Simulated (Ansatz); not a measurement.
We consider rock-salt BaTe, described by PBE in Ansatz (plane waves, PAW).

Settings: plane-wave cutoff 520 eV, 8×8×8 k mesh, scalar-relativistic PAW data made under PBE.

Computed at the level's own relaxed cell.

Elastic tensor (GPa, Voigt notation, ions relaxed):

```
   66.7     9.5     9.5     0.0     0.0     0.0
    9.5    66.7     9.5     0.0     0.0     0.0
    9.5     9.5    66.7     0.0     0.0     0.0
    0.0     0.0     0.0    11.2     0.0     0.0
    0.0     0.0     0.0     0.0    11.2     0.0
    0.0     0.0     0.0     0.0     0.0    11.2
```

Worked from these constants: the tetragonal shear constant is C′ = (C11 − C12)/2 = 28.6 GPa against C44 = 11.2 GPa, so the C44 shear is the softer. The Zener ratio C44/C′ is 0.39 (1 for an isotropic solid), and the Cauchy pressure C12 − C44 is -1.7 GPa. With C11 + 2C12 = 85.7 GPa all three Born conditions hold; they don't test modes at the zone boundary.

Computed values are for the static lattice.

Ansatz is a first-principles code.
